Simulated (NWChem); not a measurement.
## Correlation energy of diphosphorus (P2)

```xyz
2

P      0.0000     0.0000     0.9455
P      0.0000     0.0000    -0.9455
```
Charge 0, spin multiplicity 1.

All runs are NWChem calculations. Structure: optimised with PBE0/def2-SVP, a minimum by its harmonic frequencies.

Basis set: def2-TZVP. Each correlation energy counts from its own Hartree-Fock reference.

The correlated methods keep 10 core orbitals frozen. Coupled-cluster values serve here as a point of comparison, not as the truth.

Question: Order these methods by the correlation energy they give, lowest first: CR-CCSD[T], SCS-MP2, CCSD(T), MP2.

Answer: CCSD(T) (-313.4 mHa), CR-CCSD[T] (-308.7 mHa), MP2 (-274.1 mHa), SCS-MP2 (-271.0 mHa)
